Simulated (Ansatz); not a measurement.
Geometry optimisation, Ansatz, RKS r2SCAN-D4/def2-SVP.

input.yaml

```yaml
crystal:
  periodic: [false, false, false]
  atoms:
    - { symbol: C, position_ang: [-1.14706, -0.32817, -1.00836] }
    - { symbol: C, position_ang: [-0.64558, 0.52257, -0.11106] }
    - { symbol: Al, position_ang: [0.97215, 0.34822, 0.89887] }
    - { symbol: H, position_ang: [-2.09795, -0.09961, -1.52172] }
    - { symbol: H, position_ang: [-0.75298, -1.30041, -1.35999] }
    - { symbol: H, position_ang: [-0.83847, 1.48026, 0.37239] }
    - { symbol: H, position_ang: [2.26202, -0.65846, 1.15299] }
total_charge: -1
basis:
  gaussian: { orbitals: def2-SVP }
hamiltonian:
  xc: r2scan
  dispersion: d4
relax:
  f_tol: 0.02
  max_steps: 50
output:
  orbitals: {}
```

Command:

```bash
$ ansatz run input.yaml --threads 1 --pin off --max-ram 2048MiB --backend cpu --events-out ev --progress --plain --runs-dir out
```

Q: Where does it end, and by what steps?

A: The run converged. Limits of this set-up: an anion without diffuse functions, the dipole of an ion depends on the origin. After 13 steps the energy has fallen by 1.981 eV; H7 moved furthest, 0.92 Å.

```csv
step,energy less start (eV),largest force component (eV/Å),accepted
0,0.0000,2.416,yes
1,-0.9992,1.461,yes
2,-1.6227,0.769,yes
3,-1.7966,0.992,yes
4,-1.8967,0.653,yes
5,-1.9609,0.173,yes
6,-1.9654,0.307,yes
7,-1.9743,0.157,yes
8,-1.9793,0.202,yes
9,-1.9791,0.148,no
10,-1.9806,0.067,yes
11,-1.9808,0.034,yes
12,-1.9808,0.015,no
13,-1.9808,0.011,yes
```

```xyz
7
Properties=species:S:1:pos:R:3
C -0.976 -0.294 -0.870
C -0.599 0.575 0.096
Al 1.308 0.643 0.876
H -1.876 -0.172 -1.504
H -0.366 -1.186 -1.091
H -1.297 1.430 0.220
H 1.557 -1.030 0.696
```

The run took 42 s on 1 thread of Intel(R) Xeon(R) Platinum 8488C (Sapphire Rapids), with other jobs on the host, peak memory 0.22 GiB.
